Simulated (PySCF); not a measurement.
## Fractional electron number in P⁻ (phosphorus, charge -1)

The 3p beta orbital of [Ne] 3s2 3p4 is emptied in steps (occupation f), with all orbitals relaxed, ending at [Ne] 3s2 3p3. Calculation: PySCF 2.14, in def2-TZVPPD; no relativity, point nucleus. The exact energy is a straight line in f; departures are measured from the line between the end points of the same method.

```tsv
f	UHF (eV)	LDA (eV)	PBE (eV)	PBE0 (eV)	r2SCAN (eV)	LC-wPBE (eV)	BHandHLYP (eV)	wB97X (eV)	HSE06 (eV)	r2SCAN0 (eV)
1	0.000	0.000	0.000	0.000	0.000	0.000	0.000	0.000	0.000	0.000
0.8	0.149	-0.548	-0.526	-0.359	-0.481	0.046	-0.219	-0.031	-0.422	-0.330
0.6	0.213	-0.823	-0.787	-0.535	-0.713	0.072	-0.331	-0.054	-0.630	-0.488
0.4	0.203	-0.824	-0.784	-0.531	-0.701	0.075	-0.335	-0.065	-0.625	-0.479
0.2	0.129	-0.550	-0.519	-0.350	-0.457	0.052	-0.227	-0.055	-0.413	-0.309
0	0.000	0.000	0.000	0.000	0.000	0.000	0.000	0.000	0.000	0.000
```

```
   method  E(f=0) − E(f=1) (eV)  −ε at f=1 (eV)  −ε at f=0.4 (eV)
      UHF                -0.613           0.367            -0.827
      LDA                 0.637          -2.779             1.320
      PBE                 0.484          -2.809             1.160
     PBE0                 0.459          -1.795             0.928
   r2SCAN                 0.456          -2.580             1.107
  LC-wPBE                 0.518           0.800             0.473
BHandHLYP                 0.395          -0.958             0.653
    wB97X                 0.537           0.365             0.520
    HSE06                 0.463          -2.187             1.010
  r2SCAN0                 0.433          -1.653             0.890
```

Orbital energy along the path (eV):

| f | UHF | LDA | PBE | PBE0 | r2SCAN | LC-wPBE | BHandHLYP | wB97X | HSE06 | r2SCAN0 |
| --- | --- | --- | --- | --- | --- | --- | --- | --- | --- | --- |
| 1 | -0.367 | 2.779 | 2.809 | 1.795 | 2.580 | -0.800 | 0.958 | -0.365 | 2.187 | 1.653 |
| 0.8 | 0.092 | 1.423 | 1.485 | 0.878 | 1.322 | -0.697 | 0.436 | -0.401 | 1.111 | 0.784 |
| 0.6 | 0.486 | 0.055 | 0.159 | -0.032 | 0.088 | -0.590 | -0.100 | -0.447 | 0.042 | -0.067 |
| 0.4 | 0.827 | -1.320 | -1.160 | -0.928 | -1.107 | -0.473 | -0.653 | -0.520 | -1.010 | -0.890 |
| 0.2 | 1.126 | -2.699 | -2.453 | -1.795 | -2.233 | -0.334 | -1.227 | -0.674 | -2.034 | -1.656 |
| 0 | 1.389 | -4.073 | -3.686 | -2.608 | -3.240 | -0.176 | -1.836 | -0.897 | -3.007 | -2.290 |

At f = 1 the orbital energy is positive for LDA, PBE, PBE0, r2SCAN, BHandHLYP, HSE06, r2SCAN0: only the finite basis holds the electron.

Reference removal energy between the ground levels: 0.747 eV (measured; photodetachment measurements, as compiled on the Wikipedia data page of electron affinities). The calculation has no spin-orbit coupling. UHF lacks correlation.
